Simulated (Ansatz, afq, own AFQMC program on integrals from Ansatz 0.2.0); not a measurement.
# C₂H₂, singlet: AFQMC among the cluster methods

```xyz
4

C     0.0000    0.0000    0.4977
C     0.0000    0.0000   -0.6733
H     0.0000   -0.9396    1.0468
H     0.0000    0.9396    1.0468
```

Connectivity, by distances: CH2–C.

Basis cc-pVDZ. Only valence electrons are correlated. Ansatz 0.2.0 and our own AFQMC program on the same integrals; the CISD trial comes from CCSD amplitudes, and released means the phaseless constraint is let go. Free AFQMC starts from the CCSD state and is never constrained. Its projection time is finite, and what remains of the start isn't in its error. ± is one standard error of the sampling.

Determinant: RHF, the one that the program's search chose, which needn't be the lowest solution. The geometry is a point of a scan.

No full CI on the walks' own integrals is used here; CCSDT(Q) serves as the reference and is uncertain by about the last step of the cluster series.

Cautions: restricted determinant unstable towards unrestricted (UHF 5 meV lower, ⟨S²⟩ 0.08).

The T1 diagnostic is 0.0144 and the weight of the determinant in the CISD state is 0.889. The size of the correlated space is 10 electrons in 36 orbitals.

```tsv
level	correlation energy (eV)
MP2	-6.0912
CCSD	-6.8974
CCSD(T)	-7.1288
```

(1) Estimate where free-projection AFQMC lies against CCSD(T) on the same integrals.

(1) 35.8 ± 15.6 meV below CCSD(T).

Reference: CCSDT(Q), correlation energy -7.165 eV. The released energy is read at 2.40 1/Eh (meV from the phaseless value at times in 1/Eh: -2 ± 12 at 0.24, -17 ± 10 at 0.51, -20 ± 13 at 0.99, -77 ± 16 at 1.62, -61 ± 19 at 2.40).

| level | E − E(reference) (meV) | share of correlation (%) |
| --- | --- | --- |
| CCSD(T) | 36.6 | 99.49 |
| CCSDT | 13.9 | 99.81 |
| ph-AFQMC/HF | -11.1 ± 60.9 | 100.16 |
| ph-AFQMC/CISD | 38.1 ± 10.0 | 99.47 |
| released AFQMC | -23.4 ± 19.1 | 100.33 |
| free AFQMC | 0.9 ± 15.6 | 99.99 |

Free projections are given only where their last times agree within the noise and don't stop above the reference; a slow remainder of the start can still hide under it. A walk keeps the symmetry of its determinant, which the program's search chose and which needn't be the lowest solution, so a lower state of the same spin and another symmetry isn't excluded. Released energies are given only where the last usable release times agree within the noise; a slower fall can still hide under it.
